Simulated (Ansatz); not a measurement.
# One shape, several levels: AlH3 (SMILES [H][Al]([H])[H])

Aim: a comparison of 6 runs (HF/6-31G*, CAM-B3LYP/6-31G*, revPBE/6-31G*, wB97M-V/6-31G*, CCSDT/3-21G, UCCSD(T)/3-21G) of AlH3. 

Program for the calculation: Ansatz 0.2.0.

61 further runs of the same task are left out: 2 that didn't finish, 59 set aside as unsound or not needed.

**1. The molecule**

The species is AlH3 (4 atoms), meant as a singlet with charge 0. SMILES: `[H][Al]([H])[H]`. The H2–Al1 distance was set to 3.106 Å, away from the relaxed value. At this shape a bond of the SMILES string is far longer than usual.

Bond lengths: Al1–H3 1.553 Å, Al1–H4 1.553 Å. Angles: H3–Al1–H4 120.0°.

**2. The energy at HF/6-31G(d) (spherical functions) (run 1)**

Input file run.yaml:

```yaml
basis:
  gaussian:
    orbitals: 6-31G_st_-spherical.json
crystal:
  periodic: [false, false, false]
  atoms:
    - {symbol: Al, position_ang: [-1.552714, 0.030481, -0.014570]}
    - {symbol: H, position_ang: [1.552650, -0.030520, 0.014610]}
    - {symbol: H, position_ang: [-2.302514, 1.390341, -0.033710]}
    - {symbol: H, position_ang: [-2.355534, -1.298799, -0.010110]}
hamiltonian:
  xc: hf
accuracy: high
```

The basis set 6-31G* is read from a file made from the Basis Set Exchange's data (not shown).

Started as:

```
ansatz run run.yaml --threads 1 --pin off --max-ram 2610MiB --events-out events.jsonl --progress --plain --runs-dir runs
```

The program printed:

```text
Warning: RAYON_NUM_THREADS=1 ignored (pool sized by the plan → 1); use --threads N
Functional definition: HF
  name "HF"
  exchange = exact_x
  correlation = 0
445 factors; integrals over basis functions are off by at most 3.7e-9 eV
mean field evaluation 1: about -6623.9678 eV, gradient 1.1e1 eV
mean field evaluation 2: about -6623.9700 eV, gradient 1.1e1 eV
mean field evaluation 4: about -6625.0935 eV, gradient 8.6e-1 eV
mean field evaluation 8: about -6625.0996 eV, gradient 1.4e-4 eV
mean field evaluation 16: about -6615.0713 eV, gradient 1.2e1 eV
mean field -6625.09956344 eV, -243.4679183028 hartree, gradient 1.7e-8 eV, S^2 0.000000; 0 other end points of the search recorded, 0 dependent functions left out
reference -6625.09956344 eV, -243.4679183028 hartree; 8, 8 occupied and 16, 16 virtual orbitals, 445 factors
Total energy: -6625.09956344 eV, -243.4679183028 hartree
```

Wall time 0.14 s (1 thread of Arm Neoverse V2, shared host).

**3. A single-point energy at CAM-B3LYP/6-31G(d) (spherical functions) (run 2)**

Input file in.yaml:

```yaml
crystal:
  periodic: [false, false, false]
  atoms:
    - {symbol: Al, position_ang: [-1.552714, 0.030481, -0.014570]}
    - {symbol: H, position_ang: [1.552650, -0.030520, 0.014610]}
    - {symbol: H, position_ang: [-2.302514, 1.390341, -0.033710]}
    - {symbol: H, position_ang: [-2.355534, -1.298799, -0.010110]}
basis:
  gaussian:
    orbitals: 6-31G_st_-spherical.json
hamiltonian:
  xc: {name: CAM-B3LYP}
accuracy: high
```

The basis set 6-31G* is read from a file made from the Basis Set Exchange's data (not shown).

Started as:

```
ansatz run in.yaml --threads 1 --pin off --max-ram 2610MiB --events-out events.jsonl --progress --plain --runs-dir runs
```

The program printed:

```text
Warning: RAYON_NUM_THREADS=1 ignored (pool sized by the plan → 1); use --threads N
Functional definition: CAM-B3LYP
  name "CAM-B3LYP"
  parameter alpha = 0.19
  parameter beta = 0.46
  parameter omega = 0.33/bohr
  parameter ac = 0.81
  exchange = (1 - alpha - beta)*b88_x + beta*b88_x_sr(omega) + alpha*exact_x + beta*exact_x_lr(omega)
  correlation = (1 - ac)*vwn5_c + ac*lyp_c
445 factors; integrals over basis functions are off by at most 3.7e-9 eV
218 factors; integrals over basis functions are off by at most 1.7e-9 eV
mean field evaluation 1: about -6639.4662 eV, gradient 1.2e1 eV
mean field evaluation 2: about -6639.1799 eV, gradient 1.3e1 eV
mean field evaluation 4: about -6640.7082 eV, gradient 1.6e-1 eV
mean field evaluation 8: about -6640.7075 eV, gradient 4.4e-3 eV
mean field evaluation 16: about -6640.7075 eV, gradient 4.5e-9 eV
mean field -6640.70748080 eV, -244.0414986861 hartree, gradient 4.5e-9 eV, S^2 0.000000; 0 other end points of the search recorded, 0 dependent functions left out
reference -6640.70749884 eV, -244.0414993492 hartree; 8, 8 occupied and 16, 16 virtual orbitals, 445 factors
Total energy: -6640.70749884 eV, -244.0414993492 hartree
```

It took 0.91 s on 1 thread of Arm Neoverse V2, shared host.

Runs 3 to 5 aren't shown in full; the table further down has their settings and results.

**4. The energy at UCCSD(T)/3-21G (run 6)**

Input file in.yaml:

```yaml
crystal:
  periodic: [false, false, false]
  atoms:
    - symbol: Al
      position_ang: [-1.552714, 0.030481, -0.014570]
    - symbol: H
      position_ang: [1.552650, -0.030520, 0.014610]
    - symbol: H
      position_ang: [-2.302514, 1.390341, -0.033710]
    - symbol: H
      position_ang: [-2.355534, -1.298799, -0.010110]
basis:
  gaussian: {orbitals: 3-21G.json}
magnetization: {spin_polarized: true}
scf: {omitted_lower_state_checks: [cluster_reference, increment]}
accuracy: high
correlation: {method: ccsd_t, frozen_orbitals: {Al: 5, H: 0}}
```

The basis set 3-21G is read from a file made from the Basis Set Exchange's data (not shown).

Started as:

```
ansatz run in.yaml --threads 1 --pin off --max-ram 2610MiB --events-out events.jsonl --progress --plain --runs-dir runs
```

The program printed (excerpt; [...] marks lines left out):

```text
Warning: RAYON_NUM_THREADS=1 ignored (pool sized by the plan → 1); use --threads N
[... 2 set-up lines as earlier in the session ...]
[...]
366 factors; integrals over basis functions are off by at most 3.5e-9 eV
[...]
mean field -6590.21794416 eV, -242.1860424378 hartree, gradient 5.8e-8 eV, S^2 0.856251; 7 other end points of the search recorded, 0 dependent functions left out
5 core orbitals not correlated: weight in the atoms' cores, before any rotation towards them, 1.000 or more for the frozen orbitals, at most 0.000 for the correlated occupied ones
reference -6590.21794416 eV, -242.1860424378 hartree; 3, 3 occupied and 11, 11 virtual orbitals, 366 factors
second order -0.84063588 eV of doubles, -0.00000000 eV of singles
cycle   1  -1.08326308 eV  change   -2.4e-1 eV  update   4.9e-2
[...]
cycle  38  -1.48534931 eV  change   5.0e-10 eV  update  2.9e-10
perturbative correction -0.05631487 eV, -0.0020695334 hartree
Total energy: -6591.75960834 eV, -242.2426975515 hartree
Checks for a lower state left out: cluster_reference, increment
```

Run time: 0.22 s. Hardware: 1 thread of Arm Neoverse V2, shared host.

**5. The series**

| run | level | frozen core orbitals | energy (Eh) | wall time |
| --- | --- | --- | --- | --- |
| 1 | HF/6-31G* (spherical functions) | – | -243.467918 | 0.14 s |
| 2 | CAM-B3LYP/6-31G* (spherical functions) | – | -244.041499 | 0.91 s |
| 3 | revPBE/6-31G* (spherical functions) | – | -244.004845 | 0.83 s |
| 4 | wB97M-V/6-31G* (spherical functions) | – | -244.009197 | 8.7 s |
| 5 | CCSDT/3-21G | 5 | -242.244446 | 0.18 s |
| 6 | UCCSD(T)/3-21G | 5 | -242.242698 | 0.22 s |

**6. Summary of results**

```
                                          quantity          value
                               run 6: total energy  -242.24270 Eh
run 6: correlation energy (5 core orbitals frozen)      -56.7 mEh
                             run 6: (T) correction      -2.07 mEh
          run 6: ⟨S²⟩ of the reference determinant          0.856
                              run 6: T1 diagnostic          0.096
```

What this shows: Totals of different functionals can't be ranked against each other. In run 5 the log says that unrestricted orbitals would lower the reference, so the values rest on an unstable closed-shell determinant (other closed-shell runs at this shape may share the fault). Spin contamination of the reference: run 6 ⟨S²⟩ = 0.86. Where it is this large, the reference is a mixture of spin states, and values that rest on it are in doubt. All runs together took 11 s, the longest 8.7 s.
